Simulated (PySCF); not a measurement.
Part of a log for `Cl[C@@H]1CC12CC2`: ground state, then the species with a core hole.

Method: PySCF, delta-SCF UKS SCAN, pcX-2 on the ionised atom, pcseg-1 elsewhere, spin-free X2C. The program numbers atoms from 0. The cycles run on a coarse integration grid; for E(ground) and E(ion) the exchange–correlation energy is redone on a finer one, so they differ from the last cycle, and only they enter the binding energy.

Coordinates (Å, GFN2-xTB):
```
Cl    -1.614675     1.097633     1.913933
C     -1.091906     0.903070     0.242499
C     -1.355898    -0.414752    -0.448275
C      0.018577    -0.016198    -0.061588
C      1.362967     0.075798    -0.674917
C      1.167196    -0.605266     0.659586
H     -1.206013     1.829093    -0.304457
H     -1.842269    -1.191329     0.123830
H     -1.643970    -0.388964    -1.489837
H      1.573650    -0.540197    -1.536735
H      1.856302     1.036361    -0.693172
H      1.522061    -0.103476     1.547620
H      1.249588    -1.681287     0.703783
```

```
ground state, core basis on atom 4 (C), 154 functions
  cycle   1  E = -656.10695827  |g| = 5.75e-02
  cycle   2  E = -656.10691683  |g| = 2.10e-02
  cycle   3  E = -656.10690604  |g| = 2.18e-02
  cycle   4  E = -656.10701976  |g| = 1.82e-03
  cycle   5  E = -656.10701925  |g| = 3.61e-04
  E(ground) = -656.12086672 Eh
hole in C 1s of atom 4
  cycle   1  E = -644.85090165  |g| = 1.51e+00
  cycle   2  E = -643.91695399  |g| = 1.98e+00
  cycle   3  E = -645.35364481  |g| = 3.87e-01
  cycle   4  E = -645.40622601  |g| = 1.80e-01
  ...
  cycle   8  E = -645.42251949  |g| = 2.07e-03
  cycle   9  E = -645.42252297  |g| = 1.35e-03
  cycle  10  E = -645.42252404  |g| = 3.49e-04
  E(ion) = -645.43439180 Eh   <S^2> = 0.7705   hole on atom = 1.000
```

Q: What is the C 1s binding energy of atom 4?

A: (-645.434392 − (-656.120867)) Eh × 27.2114 eV/Eh = 290.79 eV, for the three-membered-ring carbon.

Geometry: GFN2-xTB; no solvent, vibrations or thermal averaging.

Time: 66 s. Hardware: Arm Neoverse V2, one thread, on a shared host.
Labels such as C1 count atoms from 1, the log's own numbers from 0.
